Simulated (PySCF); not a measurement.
Compound: C3H6O (charge +1 and doublet state).
Structure used (GFN2-xTB), in Å, numbered top down from 1:
```
atom  x, y, z in Å
C1     1.2395   -0.1447   -0.0404
C2    -0.0338    0.6450   -0.2927
C3    -1.2152   -0.1844    0.1843
O4    -0.0956    1.7136   -0.7721
H5     1.5190    0.0293    1.0030
H6     1.1096   -1.2131   -0.2000
H7     2.0074    0.2612   -0.7052
H8    -1.9789    0.5194    0.5288
H9    -0.9604   -0.8960    0.9654
H10   -1.5828   -0.7258   -0.6937
```

The hyperfine couplings belong to this conformer and change with its torsions.

Identity: `CC(C)=[O+]` [radical] (charge +1).

Theory: UKS B3LYP, pcH-1 on C H O, non-relativistic, mean-field spin-orbit, GIAO (PySCF 2.14.0). Geometry: GFN2-xTB; no solvent, vibrations or thermal averaging. Couplings are sensitive to structure, and on GFN2-xTB geometries they can be far from those on DFT ones, by a factor of two or more for some ions and for spin on atoms past the first row. Stability of the SCF solution: not tested.

The isotropic 13C couplings, averaged over equivalent nuclei, are -79.2, +61.4 MHz. Assign them to C1/C3; C2.

```tsv
site	a_iso (MHz)	ρ(0) (bohr⁻³)	position	distance from O4 (Å)	spin population	largest |T| (MHz)
C1/C3	+61.4	+0.0546	2 bonds from O4	2.40	+0.18	41.1
C2	-79.2	-0.0705	1 bond from O4	1.17	-0.04	21.6
```

ρ(0) is the spin density at the nucleus and T the dipolar tensor; entries for several nuclei are means. The Mulliken spin populations are largest on O4 (+0.67), C3 (+0.19) and C1 (+0.18). Three atoms exceed +0.15.

Nuclei that the bonding pattern makes equivalent are averaged, as if the motion that swaps them (rotation, inversion, ring flip) were fast. The six 1H nuclei of mean -0.6 MHz run from -4.9 to 6.0 MHz in the frozen geometry.
